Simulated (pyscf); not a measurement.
Structures and frequencies: ωB97X-D3(BJ)/def2-SVP in PySCF.

Question: For the elementary gas-phase step hydrogen fluoride (HF) + F–TiH(F)–F -> F–Ti(F)(F)–F + hydrogen (H₂) (singlet surface; F–H, H–Ti broken, F–Ti, H–H formed), what barrier and reaction energy does ωB97M-D3(BJ)/def2-TZVP give, measured from the separated reactants?

Answer: ΔE‡ = 0.7 kcal/mol, ΔE = -41.9 kcal/mol. Zero-point energy shifts the barrier by +0.4 kcal/mol. It is a four-centre exchange, with an imaginary mode of 768i cm⁻¹. On the reactant side the descent ends in an adduct with a F–Ti contact, 5.6 kcal/mol under the separated species and 4.6 kcal/mol under the saddle at ωB97X-D3(BJ)/def2-TZVP. What is counted as formed (F–Ti) is already present as a longer contact in the reactant adduct; forming that adduct is a step of its own. At the saddle there is also a short H–Ti contact that neither side keeps. One saddle was located; it need not be the lowest between these sides.
